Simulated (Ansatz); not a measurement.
# C2H5NS: the cost of one run

All numbers below are computed with Ansatz 0.2.0 (RKS PBE0/def2-SVP).

**1. Starting point**

Bond lengths: C1–N2 1.400 Å, N2–C3 1.294 Å, C3–S4 1.778 Å, C1–H5 1.145 Å, C1–H6 1.139 Å, C1–H7 1.109 Å, C3–H8 1.060 Å, S4–H9 1.335 Å. Angles: C1–N2–C3 114.6°, N2–C1–H5 115.5°, N2–C1–H6 111.8°, N2–C1–H7 113.4°, H5–C1–H6 103.4°, H5–C1–H7 106.3°, H6–C1–H7 105.4°, N2–C3–S4 115.6°, N2–C3–H8 124.4°, S4–C3–H8 119.6°, C3–S4–H9 94.0°.

Structure file:

```xyz
9

C    -0.0224    1.4141    0.2153
N     0.4186    0.1643    0.6654
C     0.0422   -0.8347   -0.0655
S     0.6864   -2.4219    0.4103
H    -0.6777    1.3972   -0.7234
H    -0.6795    1.9344    0.9871
H     0.8038    2.1230    0.0051
H    -0.5114   -0.7434   -0.9645
H     0.0285   -3.0794   -0.5469
```

**2. End point A**

File input.yaml:

```yaml
crystal:
  periodic: [false, false, false]
  atoms:
    - { symbol: C, position_ang: [-0.0224, 1.4141, 0.2153] }
    - { symbol: "N", position_ang: [0.4186, 0.1643, 0.6654] }
    - { symbol: C, position_ang: [0.0422, -0.8347, -0.0655] }
    - { symbol: S, position_ang: [0.6864, -2.4219, 0.4103] }
    - { symbol: H, position_ang: [-0.6777, 1.3972, -0.7234] }
    - { symbol: H, position_ang: [-0.6795, 1.9344, 0.9871] }
    - { symbol: H, position_ang: [0.8038, 2.123, 0.0051] }
    - { symbol: H, position_ang: [-0.5114, -0.7434, -0.9645] }
    - { symbol: H, position_ang: [0.0285, -3.0794, -0.5469] }
basis:
  gaussian: { orbitals: def2-SVP }
hamiltonian:
  xc: pbe0
relax:
  f_tol: 0.015
  max_steps: 40
output:
  orbitals: {}
```

Launch:

```
ansatz run input.yaml --threads 1 --pin off --max-ram 2048MiB --backend cpu --events-out ev --progress --plain --runs-dir out
```

Q: Estimate wall time and peak memory on 1 thread of Arm Neoverse V1, shared host.

About 28 s, with a peak of 0.16 GiB.
